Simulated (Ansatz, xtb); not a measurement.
Pulling on the N2–H3 bond in hydrogen isocyanide (SMILES [C-]#[NH+]) (multiplicity 1 held, fragments rigid). Energies count from the point at 0.997 Å.
Geometry at that point (charge 0, multiplicity 1):
```xyz
3

C      0.00000     0.00000    -0.73642
N      0.00000     0.00000     0.42763
H      0.00000     0.00000     1.42508
```

Restricted levels (R-, RO-) in cc, def2 and unpolarised 6-31G sets keep to the state of the molecule at rest. U- levels take the lowest unrestricted solution at each point, which mixes spins at long bonds. Left out are points that failed, MP2 points that dive below the minimum, coupled-cluster points behind a jump of the amplitudes or a sharp parting from full CI or MRCI, small-basis points behind a change of solution, and semi-empirical points at long bonds. Levels need not reach the same state.

Cores are frozen in the correlated methods.

Programs: Ansatz (Gaussian orbitals); xtb for the GFN methods. Each number belongs to the level named beside it. The GFN methods have no spin term and hold the electronic entropy of 300 K.

Energies in kcal/mol.

```tsv
R (Å)	GFN2-xTB	U-MP2/cc-pVDZ	R-SCS-MP2/cc-pVDZ	R-CCSDT(Q)/cc-pVDZ
0.798	34.8	39.4	39.4	39.7
0.898	6.5	8.3	8.3	8.5
0.997	0.0	0.0	0.0	0.0
1.097	3.9	4.0	4.0	3.8
1.197	12.3	14.5	14.4	14.0
1.347	27.6	35.3	35.3	34.0
1.496	42.9	57.2	57.3	54.6
1.746	64.9	102.8	89.9	82.3
1.995	81.6	130.1	114.3	97.0
2.294	95.3	127.8	132.0	102.0
2.693	105.9	126.5	139.1	102.7
3.192	left out	126.1	129.9	102.3
```

Doubts at one or more of the structures used: a spin-contaminated determinant (U-MP2/cc-pVDZ); a restricted determinant that unrestricted orbitals would lower (R-SCS-MP2/cc-pVDZ, R-CCSDT(Q)/cc-pVDZ); T1 above 0.05 (R-CCSDT(Q)/cc-pVDZ); other coupled-cluster roots lie near (R-CCSDT(Q)/cc-pVDZ).

Ansatz is a quantum-chemistry and plane-wave program.
